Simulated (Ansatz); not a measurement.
ZrSi₂: vacancies and the chemical potential

All numbers below come from DFT r2SCAN, scalar-relativistic, plane waves, PAW in Ansatz 0.2.0.

Cutoff 500 eV; k points 5×5×5 on the computed 23-atom cell (Γ-centred); Gaussian smearing, width 0.10 eV; no spin polarisation.

The ordered crystal (Cmcm, 16.75 Å³/atom, no gap on the mesh), relaxed at this level:

```xyz
6
Lattice="1.8443 -7.4329 0.0000 1.8443 7.4329 0.0000 0.0000 0.0000 3.6664" Properties=species:S:1:pos:R:3 pbc="T T T"
Zr    1.8443   -5.8586    0.9166
Zr    1.8443    5.8586    2.7498
Si    1.8443   -0.7664    0.9166
Si    1.8443    0.7664    2.7498
Si    1.8443    3.7120    0.9166
Si    1.8443   -3.7120    2.7498
```

The crystal stands on its own mesh of 10×10×10. The changed cells were relaxed on coarser meshes and computed once more on meshes like the one named, which can leave forces up to 0.25 eV/Å.

The crystal forms from the elements' standard states with -0.663 eV/atom, or -0.99 eV per Si. From a supercell of 24 atoms neutral Si atoms were removed at random and the cells relaxed:

```tsv
Si removed	energy a vacancy, Si-rich (eV)	volume / perfect	gap on mesh (eV)
1	1.08	0.991	0.00
2	1.68	0.992	0.00
```

Over what range can the formation energy of the neutral Si vacancy move?

With k vacancies in the cell, E_v = [E(defect cell) − E(perfect cell)]/k + μ(Si). With μ counted from the standard state, the compound is stable against the two elements for -0.99 eV ≤ Δμ ≤ 0, so for the most dilute cell E_v runs from 1.08 eV (Si-rich) to 1.08 − 0.99 = 0.09 eV (Zr-rich). At 1000 K the site fraction 1/[1 + exp(E_v/k_BT)] spans 4e-6 to 0.27, the upper figure beyond the dilute limit. Other phases of the two elements can narrow the range. Vacancies of Zr, antisites and interstitials weren't computed and can be far cheaper. Even the most dilute cell lacks 6.2 % of its Si, far from an isolated defect. Si has more than one kind of site here, and this is the cost on the site drawn.

With 2 vacancies the cost is 1.68 eV each against 1.08 eV: in these draws vacancies can sit on unlike kinds of Si site, so the change doesn't measure how they interact.

Cost: 5 runs of about 20 core-minutes in all (earlier runs that led there not counted), on Intel Xeon 6975P-C (Granite Rapids) (shared hosts).